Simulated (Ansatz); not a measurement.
System: LiH, charge -1, multiplicity 2. SMILES of the parent species: [LiH]
Structure (B3LYP-D3(BJ)/def2-TZVP (Ansatz, a quantum-chemistry and plane-wave program) minimum search):
```xyz
2

Li     0.0000     0.0000    -0.4240
H      0.0000     0.0000     1.2719
```
Charge -1, spin multiplicity 2.

Problem. Give the harmonic wavenumbers at B3LYP-D3(BJ)/def2-TZVP (Ansatz, finite differences of forces, unscaled).

Solution. 1125 cm⁻¹. Zero-point energy 1.6 kcal/mol.

Problem. From these and the geometry, give the ideal-gas thermochemistry at 298.15 K and 1 atm (rigid rotor, harmonic oscillator).

Solution. Point group C∞v, rotational symmetry number 1. Rotational constants 199.6, 199.6 GHz. S(trans) 32.17, S(rot) 8.82, S(vib) 0.06, S(elec, spin only) 1.38, S 42.4 cal/(mol K). H(298) - H(0) 2.09 kcal/mol; G - E(el) -9.0 kcal/mol.
